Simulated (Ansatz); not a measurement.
**CH3NaS (SMILES C[S][Na]): HF/def2-SVPD**

Aim: the vertical ionisation energy of CH3NaS at HF/def2-SVPD, from 2 runs. 

Program for the calculation: Ansatz 0.2.0.

22 further runs of the same task are left out: 22 set aside as unsound or not needed.

**1. The structure to begin with**

CH3NaS: 6 atoms, total charge 0, spin state singlet. SMILES: `C[S][Na]`. The shape is that of a PBE0-D4/def2-TZVP optimisation.

Bond lengths: C1–S2 1.822 Å, S2–Na3 2.478 Å, C1–H4 1.092 Å, C1–H5 1.092 Å, C1–H6 1.092 Å. Angles: C1–S2–Na3 107.5°, S2–C1–H4 108.5°, S2–C1–H5 112.2°, S2–C1–H6 112.2°, H4–C1–H5 107.6°, H4–C1–H6 107.6°, H5–C1–H6 108.6°.

**2. A single-point energy at HF/def2-SVPD**

Input file in.yaml:

```yaml
crystal:
  periodic: [false, false, false]
  atoms:
    - {symbol: C, position_ang: [-0.413100, 0.331700, -0.391900]}
    - {symbol: S, position_ang: [-0.168900, -1.222400, 0.527100]}
    - {symbol: Na, position_ang: [2.035300, -1.083000, 1.651500]}
    - {symbol: H, position_ang: [-1.385700, 0.292700, -0.886900]}
    - {symbol: H, position_ang: [0.344900, 0.476700, -1.165000]}
    - {symbol: H, position_ang: [-0.412500, 1.204300, 0.265200]}
basis:
  gaussian:
    orbitals: def2-SVPD
hamiltonian:
  xc: hf
accuracy: high
output: {orbitals: {seedname: orbitals}}
```

On the command line:

```console
ansatz run in.yaml --threads 1 --pin off --max-ram 2610MiB --events-out events.jsonl --progress --plain --runs-dir runs
```

The program printed:

```text
Warning: RAYON_NUM_THREADS=1 ignored (pool sized by the plan → 1); use --threads N
Functional definition: HF
  name "HF"
  exchange = exact_x
  correlation = 0
1736 factors; integrals over basis functions are off by at most 3.6e-9 eV
mean field evaluation 1: about -16293.1428 eV, gradient 2.0e1 eV
mean field evaluation 2: about -16293.1533 eV, gradient 2.0e1 eV
mean field evaluation 4: about -16294.5719 eV, gradient 1.7e0 eV
mean field evaluation 8: about -16294.5867 eV, gradient 3.5e-2 eV
mean field -16294.58666929 eV, -598.8150152287 hartree, gradient 1.8e-8 eV, S^2 0.000000; 0 other end points of the search recorded, 0 dependent functions left out
reference -16294.58666929 eV, -598.8150152287 hartree; 18, 18 occupied and 71, 71 virtual orbitals, 1736 factors
Total energy: -16294.58666929 eV, -598.8150152287 hartree
```

Run time: 1.9 s. Hardware: 1 thread of Intel Xeon Platinum 8375C at 2.90GHz (Ice Lake), shared host; peak memory 0.23 GiB.

**3. The doublet cation, same level**

Input file run.yaml:

```yaml
crystal:
  periodic: [false, false, false]
  atoms:
    - symbol: C
      position_ang: [-0.413100, 0.331700, -0.391900]
    - symbol: S
      position_ang: [-0.168900, -1.222400, 0.527100]
    - symbol: Na
      position_ang: [2.035300, -1.083000, 1.651500]
    - symbol: H
      position_ang: [-1.385700, 0.292700, -0.886900]
    - symbol: H
      position_ang: [0.344900, 0.476700, -1.165000]
    - symbol: H
      position_ang: [-0.412500, 1.204300, 0.265200]
basis:
  gaussian:
    orbitals: def2-SVPD
total_charge: 1
magnetization:
  spin_polarized: true
  initial_magnetization: 1
hamiltonian:
  xc: hf
accuracy: high
output: {orbitals: {seedname: orbitals}}
```

On the command line:

```console
ansatz run run.yaml --threads 1 --pin off --max-ram 2610MiB --events-out events.jsonl --progress --plain --runs-dir runs
```

The program printed:

```text
Warning: RAYON_NUM_THREADS=1 ignored (pool sized by the plan → 1); use --threads N
Functional definition: HF
  name "HF"
  exchange = exact_x
  correlation = 0
1737 factors; integrals over basis functions are off by at most 3.6e-9 eV
mean field evaluation 1: about -16286.3741 eV, gradient 2.1e1 eV
mean field evaluation 2: about -16286.3838 eV, gradient 2.1e1 eV
mean field evaluation 4: about -16288.8169 eV, gradient 1.9e0 eV
mean field evaluation 8: about -16288.8691 eV, gradient 2.2e-4 eV
mean field evaluation 16: about -16288.5241 eV, gradient 3.9e0 eV
mean field evaluation 32: about -16288.6963 eV, gradient 4.5e-1 eV
mean field -16288.86895671 eV, -598.6048931672 hartree, gradient 2.9e-8 eV, S^2 0.761503; 2 other end points of the search recorded, 0 dependent functions left out
reference -16288.86895671 eV, -598.6048931672 hartree; 18, 17 occupied and 71, 72 virtual orbitals, 1737 factors
Total energy: -16288.86895671 eV, -598.6048931672 hartree
```

Run time: 4.2 s. Hardware: 1 thread of Intel Xeon Platinum 8375C at 2.90GHz (Ice Lake), shared host; peak memory 0.28 GiB.

**4. What came out**

At HF/def2-SVPD:

| quantity | value |
| --- | --- |
| singlet CH3NaS: total energy | -598.81502 Eh |
| singlet CH3NaS: HOMO energy | -7.21 eV |
| singlet CH3NaS: LUMO energy | -0.36 eV |
| singlet CH3NaS: HOMO–LUMO gap | 6.84 eV |
| doublet cation: total energy | -598.60489 Eh |
| doublet cation: HOMO energy (highest over α and β) | -14.98 eV |
| doublet cation: LUMO energy (lowest over α and β) | -4.58 eV |
| doublet cation: ⟨S²⟩ | 0.762 |
| vertical ionisation energy (to the doublet cation) | 5.718 eV |

The vertical ionisation energy comes to 5.72 eV (552 kJ/mol). The negative HOMO energy of the first species, 7.21 eV, lies 1.49 eV above that difference.
